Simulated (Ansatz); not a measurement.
CH$_{6}$BP, SMILES `CBP`, relaxed with RKS PBE0-D4/def2-TZVP in Ansatz from a PBE-D4/def2-SVP geometry. The force threshold is 0.005 eV/Å; the program also tests the step.

The species carries charge 0 and has multiplicity 1.

Start:

```xyz
9

C     0.696   -0.275    1.054
B    -0.441    0.367    0.186
P    -1.012   -0.325   -1.472
H     0.305   -0.572    2.053
H     1.445    0.522    1.276
H     1.231   -1.135    0.606
H    -1.117    1.274    0.646
H    -1.317    0.849   -2.231
H     0.210   -0.705   -2.117
```

```tsv
step	energy (eV)	largest force (eV/Å)	largest move (Å)
1	-11094.7039	0.432	0.000
2	-11094.7314	0.139	0.027
3	-11094.7339	0.046	0.014
4	-11094.7339	0.018	0.026
5	-11094.7341	0.013	0.018
6	-11094.7342	0.014	0.007
7	-11094.7342	0.007	0.013
8	-11094.7342	0.003	0.014
```

End:

```xyz
9

C     0.684   -0.274    1.048
B    -0.455    0.356    0.193
P    -0.995   -0.326   -1.471
H     0.326   -0.535    2.050
H     1.443    0.503    1.213
H     1.181   -1.142    0.610
H    -1.119    1.245    0.646
H    -1.297    0.842   -2.205
H     0.232   -0.667   -2.084
```

Hardware: 2 threads of an Intel Xeon Platinum 8375C on a shared host. Wall time 19 s, peak host memory 0.25 GiB.
